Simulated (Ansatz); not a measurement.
A run of Ansatz (development build ahead of 0.2.0) on singlet NO(+) at this shape:

```xyz
2

N     0.0000    0.0000    0.0000
O     0.0000    0.0000    1.5900
```

Its results:

```yaml
Converged: yes
Total_energy: -129.13342 hartree
Spin_squared_of_the_determinant: 1.434
Stability_test: minimum
```

Forces (eV/Å):
```json
{"atom": "N1", "Fx": "0.000", "Fy": "0.000", "Fz": "5.445"}
{"atom": "O2", "Fx": "0.000", "Fy": "0.000", "Fz": "-5.445"}
```

(1) Which input gives this output? Name the method, the orbitals and the basis set, and write the input.

Answers

(1) PBE0 (unrestricted) in 6-31G.

```yaml
crystal:
  periodic: [false, false, false]
  atoms:
    - { symbol: "N", position_ang: [0.0, 0.0, 0.0] }
    - { symbol: O, position_ang: [0.0, 0.0, 1.59] }
basis:
  gaussian: { orbitals: "6-31G" }
total_charge: 1
magnetization:
  spin_polarized: true
hamiltonian:
  xc: pbe0
output:
  forces: true
```

Caution: the unrestricted determinant is a mixture of spin states.
